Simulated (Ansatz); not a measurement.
# Breaking a bond in CH2AlN (AlH2(CN))

CH2AlN has 5 atoms, charge 0, and is taken as a singlet. SMILES: `[H][Al]([H])[C]#N`. The shape comes from GFN2-xTB, which is rough for such elements, and wasn't checked as a minimum.

```xyz
5

Al    0.3533    0.6161    0.0079
H     1.8976    0.6184    0.0587
H    -0.4102    1.9598   -0.0238
C    -0.6347   -1.0958   -0.0147
N    -1.2059   -2.0985   -0.0281
```

The C4–N5 distance is scanned; the parts on either side stay rigid. Basis STO-3G, 7 core orbitals frozen in the correlated methods; program Ansatz 0.2.0. FCI is exact within this basis and core. Energies in eV from each method's value at 1.154 Å; methods without a U are spin-restricted. The shape above is that at 1.154 Å.

```csv
distance (Å),SVWN5,PBE,B3LYP,wB97M-V,HSE06,B2PLYP,MP2,FCI
1.154,0.00,0.00,0.00,0.00,0.00,0.00,0.00,0.00
1.443,1.87,1.71,2.16,2.52,2.36,1.69,1.18,1.63
2.308,12.24,11.70,12.91,14.16,13.67,13.80,15.70,8.09
2.885,15.18,14.46,15.34,16.68,16.09,14.59,15.88,8.52
```

Departure from the FCI curve at its largest: SVWN5 +6.66 eV at 2.88 Å; PBE +5.94 eV at 2.88 Å; B3LYP +6.82 eV at 2.88 Å; wB97M-V +8.17 eV at 2.88 Å; HSE06 +7.57 eV at 2.88 Å; B2PLYP +6.07 eV at 2.88 Å; MP2 +7.60 eV at 2.31 Å. Restricted functionals keep the electrons paired too, and rise too high.
